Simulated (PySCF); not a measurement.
BH2F, BFH₂, SMILES BF, point group C2v.

Force field and properties: revPBE/pcSseg-1 (PySCF, grid level 2). Vibrational terms come from second-order perturbation theory with semi-diagonal cubic constants, by steps of ±0.6 along the normal coordinates of each isotopologue. The parent has the commonest isotopes.

Equilibrium geometry (Å):

```tsv
atom	x	y	z
B1	-0.0369	0.0200	0.3125
F2	1.1597	-0.3600	-0.1346
H3	-0.1412	1.1381	0.7579
H4	-0.9407	-0.7789	0.2446
```

An isotope shift is δ(isotopologue) − δ(parent), that is, the negative of the change in the averaged GIAO shielding; n counts bonds from the nearest label (0: the labelled atom itself). These are computed values; those of heavy atoms are rounded to 5 ppb, about the numerical noise.

(1) What isotope shifts arise with ²H at 3?

## Answers

(1) 
```csv
nucleus,n,0 K (ppb),700 K (ppb)
H3,0,-82,-61
B1,1,-135,-85
F2,2,-770,-530
H4,2,-21,-15
```
